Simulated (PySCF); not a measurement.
## MF for M along the third period

HF with double-zeta basis sets in PySCF, for the lowest determinant that a PBE0 search found; no spin–orbit coupling. De refers to high-spin ground-configuration atoms. A positive dipole means M(−)F(+).

| M | basis | reference | state (unpaired electrons) | Re (Å) | ωe (cm⁻¹) | De (eV) | μ (D) |
| --- | --- | --- | --- | --- | --- | --- | --- |
| Na | def2-SVPD | RHF | singlet (closed shell) | 1.934 | 547 | 3.12 | -8.55 |
| Mg | x2c-SVPall | UHF | doublet (σ ↑) | 1.756 | 750 | 3.40 | -3.23 |
| Al | def2-SVPD | RHF | singlet (closed shell) | 1.678 | 806 | 5.17 | -1.48 |
| S | def2-SVP | UHF | doublet (π ↑) | 1.598 | 911 | 1.18 | -1.56 |
| Cl | x2c-SVPall | RHF | singlet (closed shell) | 1.615 | 882 | 0.08 | -1.47 |

Task: By what factor does the bond length vary along the series?

Result: At HF it runs from 1.598 Å (SF) to 1.934 Å (NaF), a factor of 1.21.

The rows differ in basis set, which adds steps of its own.

The state changes along the series, so neighbouring rows are not always alike in their bonding.

Where the molecule has an RHF reference, its open-shell atoms are computed with UHF. Hartree–Fock leaves out correlation, which carries a large part of most bond energies and some tenths to 1 eV of ionisation energies. States were picked by a PBE0 search and need not be the measured ground states.
